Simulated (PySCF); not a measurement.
# BO₂: structure of the quartet

Where does quartet BO₂ go from a bent start, is the end point a minimum, and what are its modes, charges and moments?

Program: PySCF 2.14.0. Level of theory: B3LYP, basis B def2-TZVP, O def2-TZVP, no relativity, density fitting. These are calculated values, not measurements.

### Step 1. Where the work starts

3 atoms, charge 0, spin multiplicity 4.

Bond lengths: B1–O2 1.350 Å, B1–O3 1.350 Å. Angles: O2–B1–O3 110.0°.

Z-matrix (Å, degrees; charge 0 multiplicity 4):
```
B
O  1 1.3500
O  1 1.3500 2 110.00
```

### Step 2. First SCF at the start

The steps below are one call of a driver around PySCF. For each, scf.py gives the equivalent set-up of the SCF; relaxations use the driver's own optimiser. After this first run the driver tries any further starts and a stability analysis.

scf.py reads:

```python
from pyscf import gto, scf, dft
mol = gto.M(atom='''
B      0.000000     0.000000     0.000000
O      1.105900     0.000000     0.774300
O     -1.105900     0.000000     0.774300''',
    basis={'B': 'def2-TZVP', 'O': 'def2-TZVP'},
    charge=0, spin=3)
mf = dft.UKS(mol, xc='B3LYP')
mf.grids.atom_grid = (50, 194)
aux = {'B': 'def2-universal-JKFIT', 'O': 'def2-universal-JKFIT'}
mf = mf.density_fit(auxbasis=aux)
mf.conv_tol = 1e-08
mf.diis_space = 10
mf.max_cycle = 60
mf.init_guess = 'minao'
mf.verbose = 4
mf.kernel()
```

Run with:

```
$ OMP_NUM_THREADS=4 python axn.py task.json out
```

The runs that follow: Relaxation: bent start, quartet; Hessian and properties.

**Question.** What will these runs give? Wanted: minimum; geometry; wavenumbers; dipole moment; highest occupied, lowest empty level; polar-tensor charge of B1; zero-point energy; atomisation energy; ⟨S²⟩.

The runs gave:

| quantity | value |
| --- | --- |
| minimum | quartet, C2v |
| geometry | B–O 1.350 Å (×2); O–B–O 99.5° |
| wavenumbers (cm⁻¹) | 487 (a1), 955 (b2), 1296 (a1) |
| dipole moment | 0.58 D |
| highest occupied, lowest empty level (either spin) | -7.05, -6.84 eV |
| polar-tensor charge of B1 | +0.01 e |
| zero-point energy | 16.4 kJ/mol |
| entropy at 298.15 K | 251.1 J/(mol K) |
| atomisation energy (no zero-point energy) | 957 kJ/mol |
| ⟨S²⟩ | 3.778 |

**Reading.** The molecule stays C2v, as typed, and the end point is a minimum. The strongest infrared band lies at 955 cm⁻¹ (b2). Only this shape and spin were tried, so other structures or states may lie lower.
